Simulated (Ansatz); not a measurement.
## One element changed: atomization energies of HNSi, HNGe

Ansatz 0.2.0, basis cc-pVDZ; geometries are PBE0/def2-TZVP minima. Wave-function levels freeze the cores with the filled d shells of p-block atoms; HF, MP2 and coupled cluster are restricted for singlets and unrestricted otherwise, atoms included (their steps beyond CCSDT(Q) come from restricted open-shell runs), restricted open-shell where a d shell is frozen. MRCISD+Q stands on CASSCF in the full valence space, and MRCISD+Q is size-consistent only roughly. The reference is CCSDTQ (coupled cluster only where its series has nearly closed). An error is the level's value less the reference. None of these values is a measured one. Energies are electronic, without zero-point terms. No spin–orbit coupling and no scalar relativity. The set is small: it underbinds, by tens of kJ/mol for each bond, so near ties and functionals' places can change in larger sets. The species are chosen: bound, without strong static correlation by their natural occupations or amplitudes, in their lowest spin state as far as vertical gaps and like structures tell, and with a ladder that closes on the reference, so errors are smaller than for species at large; levels whose determinant breaks symmetry or spin markedly are left out.

```tsv
species	bonds (Å)	quantity	symmetry of the states	reference	value (kJ/mol)	error CCSD	error CCSD(T)	error CCSDT	error CCSDT(Q)	error MRCISD+Q
HNSi, singlet	N–Si 1.546, N–H 1.000, angle at N 180°	atomization	Σ⁺	CCSDTQ	852.3	-30.3	-3.2	-3.0	0.8	-15.9
HNGe, singlet	N–Ge 1.644, N–H 1.003, angle at N 180°	atomization	Σ⁺	CCSDTQ	766.2	-34.9	-3.8	-3.5	1.0	-13.2
```

The reference falls from Si to Ge, by 86.1 kJ/mol in all.
